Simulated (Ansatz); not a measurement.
System: bcc Cs. Method: PBE (Ansatz, a program for electronic structure, PAW).

Numerical settings: plane-wave cutoff 520 eV, 14×14×14 k mesh, Fermi–Dirac smearing 0.05 eV, scalar-relativistic PAW data made under PBE.

Results at a series of volumes:

| V (Å³/atom) | E − E_lowest (meV/atom) |
|---|---|
| 109.928 | 2.83 |
| 112.266 | 1.22 |
| 114.605 | 0.30 |
| 116.944 | 0.00 |
| 119.283 | 0.27 |
| 121.622 | 1.07 |
| 123.961 | 2.34 |

Question: Fit the third-order Birch–Murnaghan equation and give B0 and B′.

Answer: V0 = 116.962 Å³/atom, B0 = 1.96 GPa, B′ = 3.4 (fit to the energies at full precision).

Measured, for comparison: bulk modulus 2.11 GPa (corrected for temperature and zero-point phonon effects, our sources range from 2.11 to 2.35; as tabulated in Levämäki et al. (2014), arXiv:1402.3671); equilibrium volume per atom 110.12 Å³/atom (low-temperature or extrapolated to 0 K; zero-point anharmonic expansion removed; as tabulated in Csonka et al. (2009), arXiv:0903.4037). Computed (rounded) less measured: bulk modulus -7 % (-7 % to -17 % over the range), equilibrium volume per atom +6.2 %.

Spin–orbit coupling is not included.
